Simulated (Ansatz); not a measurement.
**BHS₂ (singlet): wave-function methods side by side at a displaced geometry (v1), cc-pVDZ**

One table from this session's results is given with a row withheld; the runs are named, their logs left out.

Program: Ansatz 0.2.0, Gaussian basis. Level of theory: cc-pVDZ, core rule «outside noble gas», up to 11 orbitals frozen. These are calculated values, not measurements.

The runs, in order: UHF; CCSD(T) on RHF; BCCD(T) on RHF; CISD; CCSDT(Q) on RHF.

12 further runs of the same task are left out: 4 that didn't finish, 8 set aside as unsound or not needed. Runs told in other sessions of the task aren't counted.

### What is computed

The geometry is a PBE0/def2-TZVP stationary point (not a proven minimum) with its atoms shifted at random (size 0.040 Å).

4 atoms, charge 0, spin multiplicity 1.

Atoms are counted from 1 here; the program's logs count them from 0.

Bond lengths: S1–B2 1.620 Å, B2–S3 1.799 Å, S3–H4 1.285 Å. Angles: S1–B2–S3 178.4°, B2–S3–H4 94.4°.

The first run:

in.yaml

```yaml
crystal:
  periodic: [false, false, false]
  atoms:
    - {symbol: S, position_ang: [0.002345, -0.291946, 2.143182]}
    - {symbol: B, position_ang: [0.001481, -0.315510, 0.522980]}
    - {symbol: S, position_ang: [0.049476, -0.334172, -1.275457]}
    - {symbol: H, position_ang: [-0.053302, 0.941628, -1.390704]}
basis:
  gaussian: {orbitals: cc-pVDZ}
magnetization: {spin_polarized: true, initial_magnetization: 0}
hamiltonian: {xc: hf}
output: {orbitals: {seedname: orbitals}}
```

On the command line:

```console
$ ansatz run in.yaml --threads 1 --pin off --events-out ev --progress --plain --max-ram 2393MiB
```

Among the steps run: UHF; CCSD(T) on RHF; BCCD(T) on RHF; CISD; CCSDT(Q) on RHF.

One of the session's tables, all rows but one given; the rest of the session is left out.

```
   method  from RCCSDT(Q) (kJ/mol)
      RHF                  +1006.8
     RMP2                   +121.8
     CISD                   +158.0
    RCCSD                    +45.5
 RCCSD(T)                        ?
  BCCD(T)                     +5.5
   RCCSDT                     +2.9
RCCSDT(Q)                        0
```

Estimate the missing values for RCCSD(T).

The run gave: from RCCSDT(Q) (kJ/mol): +5.6. In the column «from RCCSDT(Q) (kJ/mol)» it lies between BCCD(T) (+5.5) and RCCSD (+45.5).
